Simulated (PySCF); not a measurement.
# Shifts of the heteroatoms

Structure with atom numbers: `[O:1]=[C:2]=[C:3]([F:4])[F:5]`.

[PySCF: geometry from GFN2-xTB; PBE0/pcSseg-1 with gauge-including orbitals; in vacuum; a single conformation; relativity neglected; rapidly exchanging positions averaged]

Q: Where does 19F resonate?

A: 
| atoms | environment | σ (ppm) | δ (ppm) |
| --- | --- | --- | --- |
| F4/F5 | vinylic fluorine | 383.6 | -200.2 |

Shieldings were converted by a linear fit to measured shifts: 19F (scatter 6.0 ppm rms, 7.0 ppm with the 5 outliers that the fit left out vs CFCl3, solution or neat liquid, with a term for F on sp3 carbon). A few per cent of atoms miss by over 2 rms, more outside the fitted compound classes.

On a 300 MHz spectrometer 19F resonates near 282.3 MHz, so 1 ppm is 282.3 Hz.

Q: Predict the 17O NMR data.

A: 
```csv
atoms,environment,σ (ppm),δ (ppm)
O1,carbonyl oxygen,-491.3,714.3
```

Shieldings were converted by a linear fit to measured shifts: 17O: δ = 266.70 − 0.911σ (rms 10.7 ppm, 155 shifts, 12.2 ppm with the 3 outliers that the fit left out vs liquid water, solution or neat liquid). Occasional misses reach two or three times the rms, and more in compound classes unlike the fitted ones.

On a 400 MHz spectrometer 17O resonates near 54.2 MHz, so 1 ppm is 54.2 Hz.
